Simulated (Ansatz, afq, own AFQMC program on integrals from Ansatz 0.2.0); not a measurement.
Two steps: Ansatz 0.2.0 writes the Fock matrix and Cholesky factors of the valence space, and afq projects on them the lowest state that overlaps trial and start.

```yaml
crystal:
  periodic: [false, false, false]
  atoms:
    - {symbol: Al, position_ang: [0.000000, 0.092491, 1.264725]}
    - {symbol: Al, position_ang: [0.000000, -0.019298, -1.366900]}
    - {symbol: H, position_ang: [0.000000, -0.688202, 2.680370]}
    - {symbol: H, position_ang: [0.000000, -1.271083, 0.054761]}
basis:
  gaussian: {orbitals: cc-pVDZ}
magnetization: {spin_polarized: false}
correlation: {method: ccsd_t, electrons: outside_noble_gas, hamiltonian_folder: ham}
```

```sh
$ ansatz run in.yaml --threads 1 --pin off --events-out ev --progress --plain --max-ram 1382MiB
```

afq runs on the folder ham with

```
--method phaseless --trial cisd --walkers 70 --populations 1 --least-time 40 --time-step 0.005 --steps-per-block 50 --equilibration-blocks 28 --max-blocks 300 --target-error 0.00034 --factor-cut 1e-05 --seed 9849 --release-times 0.24,0.51,0.99,1.62,2.4 --release-step 0.03 --release-every 4 --taylor-order 6
```

Times are imaginary, in 1/Eh. The walk had a cap of 482 s.

Output of the walk:

```
orbitals 36  electrons 4 4  factors 266 of 448
reference energy -484.92419410 Eh
CCSD correlation -0.15529164 Eh in 12 cycles, weight of the determinant in the CISD state 0.8522
energy of the start -485.079486 Eh
 block  time / (1/Eh)  mean weight  energy / Eh
     1     0.250  0.9992  -485.077480
     2     0.500  0.9998  -485.077892
     3     0.750  0.9999  -485.079104
     4     1.000  1.0005  -485.080070
     5     1.250  1.0013  -485.080398
     7     1.750  0.9999  -485.080579
     9     2.250  1.0002  -485.081805
    13     3.250  1.0002  -485.081944
    21     5.250  0.9993  -485.084172
    29     7.250  1.0021  -485.080522
    37     9.250  0.9995  -485.084855
    45    11.250  0.9996  -485.082812
    53    13.250  0.9989  -485.087096
    61    15.250  0.9999  -485.090449
    69    17.250  1.0001  -485.089056
    77    19.250  1.0018  -485.085485
    85    21.250  1.0001  -485.089621
    93    23.250  1.0005  -485.087894
   101    25.250  1.0009  -485.088016
   109    27.250  1.0002  -485.081125
   117    29.250  0.9997  -485.084115
   125    31.250  0.9990  -485.091456
   133    33.250  0.9992  -485.084380
   141    35.250  0.9996  -485.088963
   149    37.250  1.0005  -485.086147
   157    39.250  1.0001  -485.087889
   165    41.250  1.0012  -485.084010
   173    43.250  1.0015  -485.084566
   181    45.250  1.0009  -485.082132
   185    46.250  0.9993  -485.085763
blocks merged  error / Eh  count
     1  0.000210  160
     2  0.000264  80
     4  0.000297  40
     8  0.000282  20
    16  0.000371  10
released: time / (1/Eh)  energy / Eh  error  mean overlap
  0.24  -485.086410  0.000527  0.9952
  0.51  -485.086451  0.000564  0.9913
  0.99  -485.085717  0.000441  1.0086
  1.62  -485.086703  0.000459  0.9974
  2.40  -485.086708  0.000390  0.9548
energy -485.085968 +/- 0.000297 Eh
(rows thinned)
```

The run passed its tests (sampling time, drift between the halves within three errors, error under three times the target), which doesn't prove that it has relaxed. The second half of the sampling lies above the first by 1.7 errors of their difference, so the energy may still be moving and its error bar be too small.

Against this walk (error 8.1 meV) on the same determinant: CCSD(T) 41.6 meV higher, CCSDT(Q) 2.6 meV lower (within the noise). The error is statistical and leaves out the bias of the constraint. Released to 2.40 1/Eh the energy moves by -20 ± 13 meV (both errors), within twice the noise.

Cautions: constraint bias not in the error; higher spins were not checked; restricted determinant unstable towards unrestricted (UHF 84 meV lower, ⟨S²⟩ 0.51).

The walk took 110 s on 1 thread of Arm Neoverse V1, on a shared host. The log's last line is the phaseless energy.

CCSDT and higher add their correlation energy to the determinant of the CCSD(T) run, since their own runs factorise the integrals more tightly (a shift of under 2 meV). A walk keeps the symmetry of its determinant, which the program's search chose and which needn't be the lowest solution, so a lower state of the same spin and another symmetry isn't excluded.
